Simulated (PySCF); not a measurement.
DMSO cation (C2H6OS), SMILES CS(C)=O (connectivity only; charge and spin as stated), charge +1, multiplicity 2. Atoms are numbered in the order given.

```xyz
10

C     -0.1618    -0.7654    -1.4722
S      0.3459     0.1543     0.0000
C     -0.1618    -0.7654     1.4722
O     -0.2653     1.5326     0.0000
H      0.1209    -0.1386    -2.3306
H      0.3944    -1.7145    -1.4736
H     -1.2503    -0.9192    -1.4221
H     -1.2503    -0.9192     1.4221
H      0.1209    -0.1386     2.3306
H      0.3944    -1.7145     1.4736
```
Charge +1, spin multiplicity 2.

Geometry optimised at B3LYP-D3(BJ)/def2-SVP. The spin state was assumed, not searched.

Level of theory: B3LYP/pcH-1 run with PySCF.

Unrestricted Kohn–Sham, ⟨S²⟩ = 0.755. Hyperfine tensors hold the contact and dipolar terms, without spin-orbit corrections.

Computed hyperfine couplings:
```json
[
 {"nucleus": "13C no. 1", "A(iso) (MHz)": "17.6", "A(iso) (G)": "6.3", "dipolar principal values (MHz)": "-7.0, -6.2, 13.2"},
 {"nucleus": "33S no. 2", "A(iso) (MHz)": "103.5", "A(iso) (G)": "36.9", "dipolar principal values (MHz)": "-32.9, -31.0, 63.9"},
 {"nucleus": "13C no. 3", "A(iso) (MHz)": "17.6", "A(iso) (G)": "6.3", "dipolar principal values (MHz)": "-7.0, -6.2, 13.2"},
 {"nucleus": "17O no. 4", "A(iso) (MHz)": "-29.8", "A(iso) (G)": "-10.6", "dipolar principal values (MHz)": "-193.5, 95.7, 97.8"},
 {"nucleus": "1H no. 5", "A(iso) (MHz)": "-2.6", "A(iso) (G)": "-0.9", "dipolar principal values (MHz)": "-4.1, -2.7, 6.9"},
 {"nucleus": "1H no. 6", "A(iso) (MHz)": "-6.2", "A(iso) (G)": "-2.2", "dipolar principal values (MHz)": "-4.7, -1.9, 6.6"},
 {"nucleus": "1H no. 7", "A(iso) (MHz)": "42.7", "A(iso) (G)": "15.3", "dipolar principal values (MHz)": "-4.5, 1.1, 3.4"},
 {"nucleus": "1H no. 8", "A(iso) (MHz)": "42.7", "A(iso) (G)": "15.3", "dipolar principal values (MHz)": "-4.5, 1.1, 3.4"},
 {"nucleus": "1H no. 9", "A(iso) (MHz)": "-2.6", "A(iso) (G)": "-0.9", "dipolar principal values (MHz)": "-4.1, -2.7, 6.9"},
 {"nucleus": "1H no. 10", "A(iso) (MHz)": "-6.2", "A(iso) (G)": "-2.2", "dipolar principal values (MHz)": "-4.7, -1.9, 6.6"}
]
```

Problem. And the g tensor (effective nuclear charges for spin-orbit coupling, GIAO)? (Estimate from the structure and the level; the computed values follow.)

Solution. principal values 2.0019, 2.0134, 2.0178; isotropic 2.0110.
